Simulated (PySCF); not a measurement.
# Mayer bond orders and bond lengths

Species: C4H5NO.
SMILES with atom numbers: `[CH:1]#[C:2][C:3](=[O:4])[NH:5][CH3:6]` (hydrogens: H7 on C1; H8 on N5; H9, H10, H11 on C6)

Cartesian coordinates in Å at the PBE0-D3(BJ)/def2-SVP level; atoms count from 1:
```xyz
11
C4H5NO angstrom
C      2.9308    0.1366   -0.3699
C      1.8158   -0.0967    0.0416
C      0.4848   -0.4091    0.5673
O      0.3080   -1.1859    1.4837
N     -0.5196    0.2474   -0.0653
C     -1.8892    0.0587    0.3357
H      3.9248    0.3353   -0.7282
H     -0.2872    0.8981   -0.8030
H     -2.1349   -1.0132    0.3739
H     -2.0831    0.4771    1.3372
H     -2.5502    0.5518   -0.3881
```

Bond orders from the PBE0/pcSseg-1 density (PySCF). One conformer (not necessarily the lowest) at the PBE0-D3(BJ)/def2-SVP geometry, without solvent, vibrations or thermal averaging.

How far do the computed orders between heavy atoms stray from the drawn ones?

The largest departure is 0.568, at C1–C2 (drawn triple, 2.432). Drawn single, order above 1.12: C3–N5 (1.173). Drawn double or triple, more than 0.30 short of the drawn order: C1–C2 (2.432).

Set the Mayer orders of the bonds beside their lengths.

| bond | drawn as | length (Å) | Mayer order |
| --- | --- | --- | --- |
| C1–C2 | triple | 1.211 | 2.432 |
| C2–C3 | single | 1.465 | 0.920 |
| C3–O4 | double | 1.214 | 1.903 |
| C3–N5 | single | 1.356 | 1.173 |
| N5–C6 | single | 1.439 | 0.936 |
| C1–H7 | single | 1.075 | 1.110 |
| N5–H8 | single | 1.011 | 0.928 |
| C6–H9 | single | 1.100 | 0.958 |
| C6–H10 | single | 1.103 | 0.962 |
| C6–H11 | single | 1.097 | 0.963 |

Bonds between the same two heavy elements. C–C: lowest C2–C3 (0.920, 1.465 Å), highest C1–C2 (2.432, 1.211 Å). C–N: lowest N5–C6 (0.936, 1.439 Å), highest C3–N5 (1.173, 1.356 Å).

Sum the orders of all bonds at each heavy atom with more than one neighbour and set the sums beside the valence in the SMILES.

C1 3.542 (drawn 4), C2 3.352 (drawn 4), C3 3.996 (drawn 4), N5 3.037 (drawn 3), C6 3.819 (drawn 4). Orders between atoms that aren't bonded are not in these sums.

The Mayer order sums products of elements of PS (density times overlap matrix) between the two atoms' basis functions, so it depends on the basis set.
